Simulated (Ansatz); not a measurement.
Species, as SMILES: OCl (OH-Cl).
Atoms: O1, H2, Cl3. Bonds: O1-H2, O1-Cl3.

Basis-set convergence of the optimised O1-Cl3 bond length at PBE with Ansatz (a first-principles code). Cartesian d functions, on some or all atoms, in 6-31G*, 6-311G**; all else is spherical. The program fits the integrals of some runs and decomposes those of others, by size. No added dispersion term, no relativity. Reference: the value in aug-pcseg-3, 1.7079 Å, itself unsure by roughly 0.0006 Å (its mean distance from aug-cc-pV(Q+d)Z, def2-QZVPPD, pcseg-3).

```csv
basis,functions,optimised O1-Cl3 bond length (Å)
STO-3G,15,?
3-21G,24,1.8487
6-31G*,36,?
pcseg-1,37,?
6-311G**,51,1.7479
def2-SVPD,58,1.7315
"6-311++G(2d,2p)",72,1.7301
def2-TZVP,74,1.7114
pcseg-2,78,?
def2-TZVPD,95,1.7105
jun-cc-pV(T+d)Z,101,1.7104
def2-TZVPPD,108,1.7102
aug-pcseg-3,223,1.7079
```

Task: Complete the blanks.

Result: 
- STO-3G, optimised O1-Cl3 bond length (Å): 1.8190
- 6-31G*, optimised O1-Cl3 bond length (Å): 1.7372
- pcseg-1, optimised O1-Cl3 bond length (Å): 1.7486
- pcseg-2, optimised O1-Cl3 bond length (Å): 1.7153
